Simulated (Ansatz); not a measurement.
# CH4BO: the cost of one run

All numbers are computed with the Python package of Ansatz 0.2.0. Level of theory: PBE0/def2-SVP.

## 1. The system

Bond lengths: C1–B2 1.519 Å, B2–O3 1.452 Å, C1–H4 1.063 Å, C1–H5 1.145 Å, C1–H6 1.149 Å, B2–H7 1.196 Å. Angles: C1–B2–O3 118.6°, C1–B2–H7 121.3°, O3–B2–H7 120.1°, B2–C1–H4 111.4°, B2–C1–H5 112.3°, B2–C1–H6 112.7°, H4–C1–H5 105.6°, H4–C1–H6 109.1°, H5–C1–H6 105.4°.

No structure file is read: the coordinates are typed or built in the script.

## 2. The script

File relaxed_scan.py:

```python
import warnings

import ansatz as az
from ase import Atoms
import numpy as np

BASIS_SET = "def2-SVP"
XC = "PBE0"


def main() -> None:
    warnings.simplefilter("ignore", az.DeckWarning)

    atoms = Atoms(["C", "B", "O", "H", "H", "H", "H"], positions=[
        (-0.538, 0.3295, -0.1495),
        (0.6961, -0.4533, 0.2633),
        (1.3818, -1.2497, -0.7392),
        (-1.285, -0.3087, -0.5556),
        (-0.3118, 1.0983, -0.9677),
        (-0.9903, 0.9322, 0.7174),
        (1.1085, -0.4162, 1.3856),
    ])
    molecule = az.Crystal.molecule_from_ase(atoms)

    base = molecule.calculation().basis(gaussian=BASIS_SET).functional(XC).spin("collinear", total=1)
    symbols = [site.symbol for site in molecule.cartesian_sites]
    pairs = [(0, 1), (0, 3), (0, 4), (0, 5), (1, 2), (1, 6)]
    print("held (A)   E (eV)        ", "  ".join(f"{symbols[i]}{i}-{symbols[j]}{j}" for i, j in pairs))
    for length in [1.1, 1.2, 1.29, 1.44, 1.61]:
        report = base.relax(constraints=[az.DistanceConstraint((1, 6), at=length)], force_tolerance=0.02, max_steps=60).run().report
        xyz = np.array(report["positions_ang"])
        print(f"{length:6.2f} {report['free_energy_ev']:14.5f}  ", "  ".join(f"{np.linalg.norm(xyz[i] - xyz[j]):.3f}" for i, j in pairs))


if __name__ == "__main__":
    main()
```

## 3. The calls as engine input

The engine receives this input (first run):

```yaml
crystal:
  periodic: [false, false, false]
  atoms:
    - { symbol: C, position_ang: [-0.538, 0.3295, -0.1495] }
    - { symbol: B, position_ang: [0.6961, -0.4533, 0.2633] }
    - { symbol: O, position_ang: [1.3818, -1.2497, -0.7392] }
    - { symbol: H, position_ang: [-1.285, -0.3087, -0.5556] }
    - { symbol: H, position_ang: [-0.3118, 1.0983, -0.9677] }
    - { symbol: H, position_ang: [-0.9903, 0.9322, 0.7174] }
    - { symbol: H, position_ang: [1.1085, -0.4162, 1.3856] }
basis:
  gaussian:
    orbitals: def2-SVP
hamiltonian:
  xc: pbe0
magnetization:
  spin_polarized: true
  initial_magnetization: 1.0
relax:
  f_tol: 0.02
  max_steps: 60
  constraints:
    - { distance: [1, 6], at: 1.1 }
```

## 4. Launch

Started as:

```console
> python relaxed_scan.py
```

**Question.** How long does this script take on 1 thread of Arm Neoverse V2, shared host, and how much memory does it need?

About 2.7 min, with a peak of 0.22 GiB.
